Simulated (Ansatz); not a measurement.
Species: H$_{2}$, charge 0, singlet. H2 (SMILES [H][H]).
B3LYP-D3(BJ)/def2-TZVP minimum from Ansatz (a first-principles code):
```xyz
2

H      0.0000     0.0000    -0.3720
H      0.0000     0.0000     0.3720
```
Charge 0, spin multiplicity 1.

Hartree-Fock and CCSD(T) correlation energies in hartree (Ansatz). Open shells are spin-unrestricted; no spin-orbit coupling. Cores are frozen in correlated methods. No relativity.

| basis | X | E(HF) | E(corr, CCSD(T)) |
|---|---|---|---|
| cc-pVTZ | 3 | -1.13293 | -0.03941 |
| cc-pVQZ | 4 | -1.13342 | -0.04037 |
| cc-pV5Z | 5 | -1.13357 | withheld |

Q: Fit E(corr) = E∞ + A/X³ to X = 3 and 4, predict X = 5, and compare with the run.

A: A = (-0.03941 - (-0.04037))/(1/27 - 1/64) = 0.0448; E∞ = -0.04037 - A/64 = -0.04107; at X = 5, E∞ + A/125 = -0.04071. The run gave -0.04065, 0.06 mEh above the prediction. The same form on X = 4 and 5 gives E∞ = -0.04094, 0.13 mEh above the first estimate.
